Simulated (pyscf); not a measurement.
Thermochemistry of product channels of HN=Ti(Cl)–Cl + HF on the singlet surface, in kcal/mol, from ωB97M-D3(BJ)/def2-TZVP energies (ideal gas, 1 atm, RRHO with modes under 100 cm⁻¹ raised to 100, one conformer, R ln 2 for rigid chiral ones). Optimised with ωB97X-D3(BJ)/def2-SVP in PySCF.

```json
[
 {"products": "HN=TiH–Cl + F–Cl", "ΔE": "?", "ΔH(298 K)": "+114.2", "ΔG(298 K)": "+113.1", "ΔG(1200 K)": "+110.5"},
 {"products": "H₂N–Ti(F)(Cl)–Cl", "ΔE": "-73.8", "ΔH(298 K)": "-71.7", "ΔG(298 K)": "-62.1", "ΔG(1200 K)": "?"}
]
```

Fill in the missing entries.


- HN=TiH–Cl + F–Cl, ΔE: +116.8
- H₂N–Ti(F)(Cl)–Cl, ΔG(1200 K): -33.6

These are energies of the channels, which say nothing of barriers.
